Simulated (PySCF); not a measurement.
Compound: C3H7NO.
Cartesian coordinates in Å at the GFN2-xTB level; atoms count from 1:
```xyz
12
C3H7NO angstrom
C      1.3413    0.1361    0.1932
N     -0.0762    0.1500   -0.0451
C     -0.7624   -1.1134    0.0825
C     -0.7599    1.2603   -0.3662
O     -1.9490    1.3161   -0.5714
H      1.7491    1.1376    0.0705
H      1.5525   -0.2097    1.2092
H      1.8387   -0.5373   -0.5107
H     -1.8169   -0.9419   -0.1250
H     -0.3630   -1.8386   -0.6303
H     -0.6490   -1.5094    1.0944
H     -0.1040    2.1495   -0.4270
```

The closed-shell ground state was solved at several levels (PySCF, density fitting, gas phase, non-relativistic).

```tsv
level	basis functions	HOMO (eV)	LUMO (eV)	gap (eV)	dipole (D)
CAM-B3LYP/def2-SVPD	159	-8.56	1.08	9.64	4.23
B3LYP/pcJ-1	205	-6.86	0.62	7.48	4.08
```

(1) Estimate the row for PBE0/pcSseg-1, a basis of 120 functions; the other rows only guide the guess.

(2) Over all these levels, which gives the widest orbital gap and which the narrowest?

(3) How far do the dipole and the HOMO energy spread over the levels?

Answers

(1) HOMO -7.08 eV, LUMO 0.91 eV, gap 7.99 eV, dipole 4.13 D.

(2) CAM-B3LYP/def2-SVPD (range-separated hybrid) has the widest, 9.64 eV, and B3LYP/pcJ-1 (global hybrid, 20 % exact exchange) the narrowest, 7.48 eV. Functional and basis both differ between the two, so the spread mixes both effects.

(3) The dipole runs from 4.08 to 4.23 D (mean 4.15 D) and the HOMO from -8.56 to -6.86 eV.

One conformer stands for the species.
